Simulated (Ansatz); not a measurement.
# C4H6O: the cost of one run

Method: the settings change from run to run; program: Ansatz 0.2.0, Gaussian basis.

### 1 The geometry

The geometry comes from an earlier relaxation with PBE0-D4 in a triple-zeta def2 set; it is a stationary point, not always the lowest conformer.

SMILES `C=COC=C`, 11 atoms, charge 0, spin multiplicity 1.

Atoms are counted from 1 here; the program's logs count them from 0.

Bond lengths: C1–C2 1.326 Å, C1–H6 1.082 Å, C1–H7 1.081 Å, C2–O3 1.356 Å, C2–H8 1.084 Å, O3–C4 1.361 Å, C4–C5 1.322 Å, C4–H9 1.087 Å, C5–H10 1.083 Å, C5–H11 1.081 Å. Angles: C2–C1–H6 123.1°, C2–C1–H7 118.8°, H6–C1–H7 118.1°, C1–C2–O3 127.2°, C1–C2–H8 122.6°, O3–C2–H8 110.2°, C2–O3–C4 118.1°, O3–C4–C5 121.8°, O3–C4–H9 114.6°, C5–C4–H9 123.5°, C4–C5–H10 121.5°, C4–C5–H11 119.6°, H10–C5–H11 118.9°.

### 2 CAM-B3LYP/x2c-TZVPPall

This run has D3(BJ) dispersion, high accuracy, the search for lower states set to full.

in.yaml reads:

```yaml
crystal:
  periodic: [false, false, false]
  atoms:
    - {symbol: C, position_ang: [-0.558239, 1.369401, 1.161441]}
    - {symbol: C, position_ang: [-0.981682, 0.117219, 1.051519]}
    - {symbol: O, position_ang: [-0.501851, -0.840160, 0.219929]}
    - {symbol: C, position_ang: [0.257440, -0.446861, -0.838997]}
    - {symbol: C, position_ang: [1.214977, -1.213453, -1.331721]}
    - {symbol: H, position_ang: [0.272183, 1.764556, 0.591578]}
    - {symbol: H, position_ang: [-1.047738, 2.024772, 1.867949]}
    - {symbol: H, position_ang: [-1.784450, -0.283657, 1.659145]}
    - {symbol: H, position_ang: [-0.024780, 0.511564, -1.267137]}
    - {symbol: H, position_ang: [1.475160, -2.158367, -0.871979]}
    - {symbol: H, position_ang: [1.744382, -0.901916, -2.221129]}
basis:
  gaussian: {orbitals: x2c-TZVPPall}
hamiltonian: {xc: {name: CAM-B3LYP}, dispersion: d3bj}
accuracy: high
scf: {lower_state_search: full}
output: {forces: true}
```

Command:

```
$ ansatz run in.yaml --threads 4 --pin off --events-out ev --progress --plain --max-ram 10444MiB
```

What time and memory should one allow on 4 threads of Intel Xeon 6975P-C, shared host?

About 10 s, with a peak of 1.8 GiB.
